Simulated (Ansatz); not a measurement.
# P2H4: where methods fail along a bond

P2H4 has 6 atoms, charge 0, and is taken as a singlet. The coordinates come from a GFN2-xTB relaxation.

```xyz
6

P    -0.2831   -0.1749   -1.0253
P     0.2836    0.1730    1.0229
H    -1.6380    0.0643   -0.7862
H    -0.4417   -1.5496   -0.8459
H     1.6393   -0.0621    0.7896
H     0.4401    1.5493    0.8448
```

The P1–H4 distance is scanned; the parts on either side stay rigid. Basis STO-3G, 10 core orbitals frozen in the correlated methods; program Ansatz 0.2.0. FCI is exact within this basis and core. Energies in eV from each method's value at 1.395 Å; methods without a U are spin-restricted. The shape above is that at 1.395 Å.

(1) At 3.49 Å, estimate the order of these methods by their error in the energy rise against FCI, smallest first.
A. CCSDTQ
B. MP2
C. HF
D. CCSD(T)

```json
{"distance (Å)": "1.395", "HF": "0.00", "MP2": "0.00", "CCSD(T)": "0.00", "CCSDTQ": "0.00", "FCI": "0.00"}
{"distance (Å)": "1.744", "HF": "1.40", "MP2": "1.12", "CCSD(T)": "0.92", "CCSDTQ": "0.92", "FCI": "0.92"}
{"distance (Å)": "2.093", "HF": "3.73", "MP2": "3.00", "CCSD(T)": "2.44", "CCSDTQ": "2.44", "FCI": "2.44"}
{"distance (Å)": "2.791", "HF": "7.56", "MP2": "5.40", "CCSD(T)": "3.94", "CCSDTQ": "3.96", "FCI": "3.96"}
{"distance (Å)": "3.488", "HF": "9.53", "MP2": "5.35", "CCSD(T)": "4.13", "CCSDTQ": "4.19", "FCI": "4.19"}
```

Answers

(1) A (0.00 eV), D (0.06 eV), B (1.16 eV), C (5.34 eV).
